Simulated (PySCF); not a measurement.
**PH3F+ (SMILES F[PH3+]): wB97X-V/STO-3G**

Aim: the vertical singlet–triplet gap of PH3F+ at wB97X-V/STO-3G, from 2 runs. Input form: a Python script.

The results are computed with PySCF 2.14.0.

23 further runs of the same task are left out: 9 that didn't finish, 14 set aside as unsound or not needed.

### 1 The structure to begin with

The species is PH3F+ (5 atoms), meant as a singlet with charge +1. As SMILES, `F[PH3+]`. Geometry: relaxed at GFN2-xTB.

Bond lengths: F1–P2 1.558 Å, P2–H3 1.382 Å, P2–H4 1.383 Å, P2–H5 1.383 Å. Angles: F1–P2–H3 102.8°, F1–P2–H4 102.8°, F1–P2–H5 102.8°, H3–P2–H4 115.3°, H3–P2–H5 115.3°, H4–P2–H5 115.3°.

### 2 The energy at wB97X-V/STO-3G

The input, input.py:

```python
# F[PH3+]
from pyscf import gto, dft

mol = gto.M(
    atom='''
F       -1.365490       0.250400       0.341100
P        0.122590      -0.022380      -0.030680
H        0.038180      -0.428620      -1.349370
H        0.486130      -1.008290       0.868130
H        0.718590       1.208890       0.170830
''',
    spin=0,
    max_memory=1860,
    basis='sto-3g',
    verbose=3,
    charge=1,
)

calc0 = dft.RKS(mol)
calc0.xc = 'wb97x-v'
calc0.nlcgrids.level = 1
calc0.grids.level = 5
calc0.conv_tol = 1e-10
calc0.kernel()
if not calc0.converged:
    calc0 = calc0.newton().run(calc0.mo_coeff, calc0.mo_occ)

e_final = calc0.e_tot
print('E = %.10f Eh' % e_final)
```

On the command line:

```sh
$ OMP_NUM_THREADS=1 python input.py
```

Output:

```text
converged SCF energy = -437.330819555758
E = -437.3308195558 Eh
```

Wall time 14 s (1 thread of Arm Neoverse V1, shared host); peak memory 0.19 GiB.

### 3 The triplet, same level

The input, job.py:

```python
from pyscf import gto, dft

mol = gto.M(
    atom=[
    ('F', (-1.365490, 0.250400, 0.341100)),
    ('P', (0.122590, -0.022380, -0.030680)),
    ('H', (0.038180, -0.428620, -1.349370)),
    ('H', (0.486130, -1.008290, 0.868130)),
    ('H', (0.718590, 1.208890, 0.170830)),
],
    basis='sto-3g',
    verbose=3,
    max_memory=1860,
    spin=2,
    charge=1,
)

mf = dft.UKS(mol)
mf.xc = 'wb97x-v'
mf.nlcgrids.level = 1
mf.conv_tol = 1e-10
mf.grids.level = 5
mf.kernel()
if not mf.converged:
    mf = mf.newton().run(mf.mo_coeff, mf.mo_occ)

e_tot = mf.e_tot
print('E(%s) = %.9f' % ('WB97X-V', e_tot))
```

On the command line:

```sh
$ OMP_NUM_THREADS=1 python job.py
```

Output:

```text
WARN: HOMO 0.151284005802271 >= LUMO -0.429892898878351

WARN: HOMO -0.285521708660876 >= LUMO -0.294672677714439

WARN: HOMO -0.318071398089829 >= LUMO -0.398733748738204

WARN: HOMO -0.318300842631254 >= LUMO -0.369614421437916

WARN: HOMO -0.328655056045989 >= LUMO -0.368389646323595

WARN: HOMO -0.330149496983629 >= LUMO -0.361989852151587

WARN: HOMO -0.329818498859861 >= LUMO -0.361842529850234

WARN: HOMO -0.330582286532543 >= LUMO -0.359899928813165

WARN: HOMO -0.329964655669317 >= LUMO -0.360356972090775

WARN: HOMO -0.330201583018676 >= LUMO -0.36008186572652

WARN: HOMO -0.330163720659465 >= LUMO -0.360120405753358

WARN: HOMO -0.330152847579838 >= LUMO -0.36012436701655

WARN: HOMO -0.330156668772394 >= LUMO -0.360121435120018

WARN: HOMO -0.330155260494478 >= LUMO -0.360123863285401

WARN: HOMO -0.330155288822822 >= LUMO -0.360123886983749

converged SCF energy = -437.014015610047  <S^2> = 2.0025976  2S+1 = 3.0017313
E(WB97X-V) = -437.014015610
```

Run time: 24 s. Hardware: 1 thread of Arm Neoverse V1, shared host; peak memory 0.2 GiB.

### 4 Outcome

Level: wB97X-V/STO-3G.

```
                                        quantity          value
                           singlet: total energy  -437.33082 Eh
                            singlet: HOMO energy      -16.88 eV
                            singlet: LUMO energy       -0.94 eV
                          singlet: HOMO–LUMO gap       15.94 eV
                           triplet: total energy  -437.01402 Eh
     triplet: HOMO energy (highest over α and β)       -8.98 eV
                                   triplet: ⟨S²⟩          2.003
vertical energy of the triplet above the singlet       8.621 eV
```

At this shape the triplet lies 8.62 eV (832 kJ/mol) above the singlet. In a minimal basis such a difference can be off by several eV, whatever the method.
